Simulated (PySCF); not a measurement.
# Bond curve of PH⁺

Set-up: P pcseg-1, H pcseg-1; no relativity (PySCF 2.14). Energies in eV from P⁺ + H in their ground configurations at the same level. State: ²Π (doublet), unpaired electrons π ↑.

```json
{"R (Å)": "1.239", "r²SCAN0": "-2.820", "LDA": "-3.149", "M06": "-2.976"}
{"R (Å)": "1.297", "r²SCAN0": "-3.124", "LDA": "-3.490", "M06": "-3.286"}
{"R (Å)": "1.355", "r²SCAN0": "-3.295", "LDA": "-3.699", "M06": "-3.466"}
{"R (Å)": "1.398", "r²SCAN0": "-3.353", "LDA": "-3.786", "M06": "-3.533"}
{"R (Å)": "1.441", "r²SCAN0": "-3.364", "LDA": "-3.826", "M06": "-3.552"}
{"R (Å)": "1.484", "r²SCAN0": "-3.335", "LDA": "-3.826", "M06": "-3.533"}
{"R (Å)": "1.542", "r²SCAN0": "-3.248", "LDA": "-3.778", "M06": "-3.460"}
{"R (Å)": "1.614", "r²SCAN0": "-3.082", "LDA": "-3.659", "M06": "-3.311"}
{"R (Å)": "1.700", "r²SCAN0": "-2.824", "LDA": "-3.457", "M06": "-3.072"}
{"R (Å)": "1.816", "r²SCAN0": "-2.424", "LDA": "-3.128", "M06": "-2.695"}
```

Problem. Put a parabola through the three lowest points of the r²SCAN0 curve and estimate Re, k and ωe (reduced mass 0.9761 u; 1 eV/Å² = 0.16022 mdyn/Å; ωe = 1302.8·√(k/μ) cm⁻¹).

Solution. Through R = 1.398, 1.441, 1.484 Å the second-order coefficient is 10.8 eV/Å², so Re ≈ 1.431 Å, k ≈ 3.47 mdyn/Å and ωe ≈ 2455 cm⁻¹. A polynomial fit of higher order to the unrounded r²SCAN0 energies gives Re = 1.430 Å, k = 3.53 mdyn/Å, ωe = 2477 cm⁻¹; anharmonicity and rounding make the difference.

The higher-order fit for each curve: r²SCAN0: Re = 1.430 Å, ωe = 2477 cm⁻¹, De = 3.36 eV; LDA: Re = 1.463 Å, ωe = 2291 cm⁻¹, De = 3.83 eV; M06: Re = 1.440 Å, ωe = 2403 cm⁻¹, De = 3.55 eV.

For an ion De counts to the pair picked by the measured ionisation energies or electron affinities, which need not be the lowest pair at this level. The state was picked by a PBE0 search and need not be the measured ground state.
